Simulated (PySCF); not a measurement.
## MH cations for M along the third period

HF with triple-zeta basis sets in PySCF, for the lowest determinant that a PBE0 search found; no spin–orbit coupling. De refers to high-spin ground-configuration atoms (the charge goes to the atom of lower measured ionisation energy or higher electron affinity, which is not always the lowest computed limit). A positive dipole points towards H; it is taken about the centre of mass and depends on that origin.

```csv
M,basis,reference,charged atom,state (unpaired electrons),Re (Å),ωe (cm⁻¹),De (eV),μ (D)
Na,pcseg-2,UHF,Na+,doublet (σ ↑),2.621,314,0.06,-0.14
Mg,def2-TZVP,RHF,Mg+,singlet (closed shell),1.651,1811,0.97,-4.09
Al,def2-TZVPPD,UHF,Al+,doublet (σ ↑),1.590,1770,0.65,-0.55
Si,def2-TZVPPD,RHF,Si+,singlet (closed shell),1.496,2265,2.44,0.56
P,def2-TZVPPD,UHF,P+,doublet (π ↑),1.412,2528,2.51,0.93
S,cc-pVTZ/cc-pV(T+d)Z,UHF,S+,triplet (π ↑↑),1.348,2722,2.71,1.34
Cl,def2-TZVPPD,UHF,Cl+,doublet (π ↑),1.302,2827,3.60,1.73
```

The shortest bond is that of HCl⁺ (1.302 Å), the longest that of NaH⁺ (2.621 Å). HCl⁺ is bound most strongly (3.60 eV) and NaH⁺ least (0.06 eV).

The rows differ in basis set, which adds steps of its own.

The state changes along the series, so neighbouring rows are not always alike in their bonding.

For an ion De counts to the pair picked by the measured ionisation energies or electron affinities, which need not be the lowest pair at this level. Where the molecule has an RHF reference, its open-shell atoms are computed with UHF. Hartree–Fock leaves out correlation, which carries a large part of most bond energies and some tenths to 1 eV of ionisation energies. States were picked by a PBE0 search and need not be the measured ground states.
